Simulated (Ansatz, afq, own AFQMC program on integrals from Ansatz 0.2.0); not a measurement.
The B3–Cl4 bond of CH4BClO, singlet, worked out

```tsv
atom	x (Å)	y (Å)	z (Å)
C	0.1819	1.1028	-0.0799
O	0.1958	-0.1915	-0.6319
B	-0.1752	-1.2757	0.0511
Cl	-0.1100	-2.8347	-0.7600
H	-0.4833	1.7432	-0.6779
H	-0.1650	1.0986	0.9659
H	1.1976	1.5235	-0.1212
H	-0.5496	-1.2234	1.1983
```

The molecule and both fragments are relaxed with PBE0/def2-SVP; the fragments keep their bonds.

Basis def2-TZVP. Noble-gas cores (and the filled d shells of Ga–Kr and In–Xe) are frozen. Integrals, coupled cluster, full CI and functionals: Ansatz 0.2.0; the random walks run on the same integrals in our own AFQMC program. ph-AFQMC/CISD is guided by a CISD state made of CCSD amplitudes; releasing the constraint for a short imaginary time cuts its bias at the price of noise, slowly where states lie close. Error bars are statistical, one sigma.

Total energies in eV. CBS is CCSD(T) at the limit of def2-TZVPP/QZVPP (extrapolated itself); the highest rung of each member is named.

Cautions: CH₄BClO (singlet): the released value is read at 0.90 1/Eh with a noise of 21 meV, more than in the cases checked (meV from the phaseless value at times in 1/Eh: -12 ± 21 at 0.21, -19 ± 16 at 0.42, 5 ± 11 at 0.63, -28 ± 21 at 0.90); CH₄BO (doublet): the released value is read at 1.50 1/Eh with a noise of 17 meV, more than in the cases checked (meV from the phaseless value at times in 1/Eh: -8 ± 11 at 0.24, 8 ± 10 at 0.51, -6 ± 13 at 0.99, 10 ± 17 at 1.50).

```json
{"member": "CH₄BO, doublet", "count": "+1", "CCSD(T)/def2-TZVP": "-3817.4741", "highest rung in def2-TZVP": "-3817.5011 ± 0.0167", "which": "released AFQMC", "CCSD(T)/CBS": "-3819.4937"}
{"member": "Cl (doublet)", "count": "+1", "CCSD(T)/def2-TZVP": "-12508.0402", "highest rung in def2-TZVP": "-12508.0635", "which": "CCSDTQ", "CCSD(T)/CBS": "-12509.3582"}
{"member": "CH₄BClO, singlet", "count": "-1", "CCSD(T)/def2-TZVP": "-16330.7998", "highest rung in def2-TZVP": "-16330.8795 ± 0.0208", "which": "released AFQMC", "CCSD(T)/CBS": "-16334.2895"}
```

Q: Work out the best estimate of the bond energy: the CCSD(T)/CBS difference plus the step from CCSD(T) to the highest rung.

A: Sums with the counts: CCSD(T)/CBS 5.4376 eV, highest rung 5.3149 eV, CCSD(T)/def2-TZVP 5.2855 eV. The step is 5.3149 − 5.2855 = 0.0294 eV, so the best estimate is 5.4376 + (0.0294) = 5.4670 eV = 527.5 kJ/mol, with sampling noise 0.027 eV. The step is under twice that noise, so its sign is open. The basis set is worth 0.152 eV of it. Zero-point, core-correlation and spin–orbit terms aren't in it. Past Ne the Hartree–Fock part of each CBS total tends to overshoot, since the cores don't follow the formula; that largely cancels in the difference.

Best estimates are given only where the step beyond CCSD(T) is under 0.3 eV and no member's determinant is very poor (T1 over 0.05, or 0.07 for open shells, ⟨S²⟩ too high by 0.3, two states mixed), so the hardest cases are missing from such tables.

CCSDT and higher add their correlation energy to the determinant of the CCSD(T) run, since their own runs factorise the integrals more tightly (a shift of under 2 meV). Each member of a difference takes its own highest rung, so a best estimate needn't equal the limit plus the step of one row. Released energies are given only where the last usable release times agree within the noise; a slower fall can still hide under it.
